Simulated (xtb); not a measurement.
**C2H7NO (SMILES COCN) at GFN1-xTB**

We compute a geometry optimisation of C2H7NO. 

Program for the calculation: xtb 6.7.1.

3 further runs of the same task are left out: 3 set aside as unsound or not needed.

### Step 1. The structure to begin with

C2H7NO has 11 atoms, charge 0, and is taken as a singlet. SMILES: `COCN`. The coordinates come from a PBE0-D4/def2-TZVP relaxation. This is a higher conformer, about 22 kJ/mol above the lowest found by a separate search. The run starts from this shape.

Bond lengths: C1–O2 1.398 Å, O2–C3 1.406 Å, C3–N4 1.425 Å, C1–H5 1.090 Å, C1–H6 1.100 Å, C1–H7 1.100 Å, C3–H8 1.106 Å, C3–H9 1.101 Å, N4–H10 1.007 Å, N4–H11 1.009 Å. Some angles: C1–O2–C3 111.9°, O2–C3–N4 108.7°, O2–C1–H5 107.6°, O2–C1–H6 111.8°, O2–C1–H7 111.8°, O2–C3–H8 108.0°, O2–C3–H9 109.9°, N4–C3–H8 113.9°, N4–C3–H9 108.8°, C3–N4–H10 112.7°.

### Step 2. A structure relaxation at GFN1-xTB

start.xyz

```xyz
11
C2H7NO
C     -0.95800000     1.40920000    -0.03320000
O     -0.85330000     0.02870000     0.16350000
C      0.47590000    -0.41660000     0.05380000
N      0.49510000    -1.83620000     0.18160000
H     -2.01230000     1.67380000     0.04670000
H     -0.39410000     1.97400000     0.72400000
H     -0.59110000     1.71030000    -1.02590000
H      0.88280000    -0.04720000    -0.90590000
H      1.08500000     0.02090000     0.85940000
H      1.32520000    -2.17420000     0.64130000
H      0.37020000    -2.31580000    -0.69720000
```

Started as:

```bash
$ xtb start.xyz --opt vtight --gfn 1 -P 1 > out.txt 2> xtb.err
```

**Question.** What will come out? Wanted: total energy at the end; dipole moment; HOMO energy; LUMO energy; HOMO–LUMO gap; dispersion energy.

Answer, from the run:

Level: GFN1-xTB.

```
               quantity         value
total energy at the end  -15.90584 Eh
          dipole moment        1.62 D
            HOMO energy     -11.36 eV
            LUMO energy      -3.75 eV
          HOMO–LUMO gap       7.61 eV
      dispersion energy  -6.75 kJ/mol
```

What this shows: At the final geometry: Bond lengths: C1–O2 1.408 Å, O2–C3 1.423 Å, C3–N4 1.439 Å, C1–H5 1.092 Å, C1–H6 1.100 Å, C1–H7 1.100 Å, C3–H8 1.102 Å, C3–H9 1.102 Å, N4–H10 1.015 Å, N4–H11 1.015 Å. Some angles: C1–O2–C3 115.1°, O2–C3–N4 108.0°, O2–C1–H5 107.1°, O2–C1–H6 111.5°, O2–C1–H7 111.5°, O2–C3–H8 110.4°, O2–C3–H9 110.4°, N4–C3–H8 109.5°, N4–C3–H9 109.5°, C3–N4–H10 107.6°. The optimisation took 77 steps and changed the energy by -0.263 eV. Mulliken charges run from -0.49 on N4 to +0.31 on C3.
